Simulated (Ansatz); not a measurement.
# α-phase B

All values below come from LDA (PAW; Ansatz, an electronic-structure program).

Numerical settings: plane-wave cutoff 500 eV, 8×8×8 k mesh, gaussian smearing 0.02 eV, scalar-relativistic PAW data made under PBE.

Cell (relaxed at this level):

Space group R-3m, hexagonal axes (No. 166); a = 4.8407 Å, b = 4.8407 Å, c = 12.3930 Å, α = 90.00°, β = 90.00°, γ = 120.00°

```csv
atom,site,symmetry,x,y,z
B,18h,.m,0.0959,0.5479,0.0584
B,18h,.m,0.1362,0.2723,0.1424
```
(The calculation used a cell of 12 atoms; values per cell refer to that cell.)

```json
{
 "band_gap": "1.38 eV (on the SCF k mesh)"
}
```

Measured, for comparison: band gap 2.15 ± 0.02 eV (temperature not stated, no zero-point or thermal correction, EELS, this work, our sources range from 2.00 to 2.40; as tabulated in Parakhonskiy et al. (2011), doi:10.1038/srep00096). Computed (rounded) less measured: band gap not scored (sources differ).

The computed numbers hold no vibrational or temperature effects.

Cost on a shared machine: very roughly 30 core-seconds.
